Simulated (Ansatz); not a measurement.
**AlH4+ (singlet): the correlation ladder at distance H2–H3 = 1.226 Å, cc-pVDZ**

The task here is to estimate one member of a computed series from the others.

Program: Ansatz 0.2.0, Gaussian basis. Level of theory: cc-pVDZ, core rule «outside noble gas», up to 5 orbitals frozen. These are calculated values, not measurements.

The runs, in order: UHF; CCSD(T) on RHF; BCCD(T) on RHF; CISD; CCSDT(Q) on RHF; CASSCF and MRCISD+Q, 2 electrons in 2 orbitals; CASSCF and NEVPT2, 2 electrons in 2 orbitals; Full CI.

52 further runs of the same task are left out: 33 for a known fault of the program, 1 for a mislabelled method, 13 that didn't finish, 5 set aside as unsound or not needed.

## The system

The geometry derives from a PBE0/def2-TZVP stationary point (not a proven minimum). One bond is set to the value named and the two fragments are kept rigid.

5 atoms, charge 1, spin multiplicity 1.

Atoms are counted from 1 here; the program's logs count them from 0.

Bond lengths: Al1–H4 1.552 Å, Al1–H5 1.552 Å. Angles: H4–Al1–H5 164.0°.

Set-up of the first run:

Contents of in.yaml:

```yaml
crystal:
  periodic: [false, false, false]
  atoms:
    - {symbol: Al, position_ang: [0.000000, -0.014834, -0.118619]}
    - {symbol: H, position_ang: [0.000001, -0.399627, 1.922431]}
    - {symbol: H, position_ang: [-0.000001, 0.826373, 1.922431]}
    - {symbol: H, position_ang: [-0.000002, 1.522101, -0.334770]}
    - {symbol: H, position_ang: [0.000002, -1.551769, -0.334771]}
basis:
  gaussian: {orbitals: cc-pVDZ}
total_charge: 1
magnetization: {spin_polarized: true, initial_magnetization: 0}
hamiltonian: {xc: hf}
output: {orbitals: {seedname: orbitals}}
```

The run is started by

```bash
ansatz run in.yaml --threads 1 --pin off --events-out ev --progress --plain --max-ram 2393MiB
```

Steps of the session up to this table: UHF; CCSD(T) on RHF; BCCD(T) on RHF; CISD; CCSDT(Q) on RHF; CASSCF and MRCISD+Q, 2 electrons in 2 orbitals; CASSCF and NEVPT2, 2 electrons in 2 orbitals; Full CI.

One table of the session follows, with a row left open; its other results are not shown here.

```
     method  from FCI (kcal/mol)
        RHF                    ?
       RMP2               +19.84
       CISD                +4.33
      RCCSD                +1.05
   RCCSD(T)                +0.28
    BCCD(T)                +0.28
     RCCSDT                +0.04
  RCCSDT(Q)                +0.01
CASSCF pair               +53.19
NEVPT2 pair               +14.94
        FCI                    0
```

**Question.** Estimate the row for RHF.

As computed: from FCI (kcal/mol): +73.26. In the column «from FCI (kcal/mol)» it is the highest.

Not comparable, so not listed: CASSCF and MRCISD+Q, 2 electrons in 2 orbitals (they don't share determinant, frozen orbitals or solution with the rows shown, or repeat one).

Limits of these values: Warnings in the runs' records: passed over end.
